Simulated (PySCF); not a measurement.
SMILES CCC (C3H8), GFN2-xTB optimised geometry. Atoms within 1.6 Å of the plane z = 1.0 Å (x, y, z in Å): C1 (1.39, -0.47, 0.00), C2 (-0.13, -0.47, 0.00), C3 (-0.69, 0.94, 0.00), H4 (1.78, -1.49, 0.00), H6 (1.77, 0.04, 0.88), H8 (-0.49, -1.00, 0.88), H9 (-0.35, 1.49, 0.88), H11 (-1.78, 0.93, 0.01).

Computed with B3LYP/def2-TZVP in PySCF.

Map of the HOMO amplitude (bohr^(-3/2)) on the plane z = 1.0 Å; orbital energy -9.04 eV, overall sign arbitrary:

```
|-------------------------------|
|-------------------------------|
|-------------------------------|
|-------------------------------|
|-------------------------------|
|-------------------------------|
|-------------------------------|
|------------::::---------------|
|-----------::..::--------------|
|-----------:.  .:--------------|
|----------::.  .:--------------|
|----------::...::--------------|
|-----------:::::-----::--------|
|-------------------:::::-------|
|------------=====--:.. .:------|
|--------=====+++==-:.  .:------|
|------=====++***+=-:.  .:------|
|------=====+*##*+=-::..::------|
|-----=====+*#@%#*==-::::-------|
|-----=====+*#@%#+==------------|
|-----=====++*##*+==------------|
|-----======++*+++==------------|
|------=======++====------------|
|------=============------------|
|-------============------------|
|--------===========------------|
|---------=========-------------|
|------------===----------------|
|-------------------------------|
|-------------------------------|
|-------------------------------|
```
Scale: ten equal steps from -0.139 (start of ' ') to 0.214 (end of '@'), in the order ' .:-=+*#%@'; x runs from -4.00 to 4.00, y from -4.00 (bottom) to 4.00 (top).
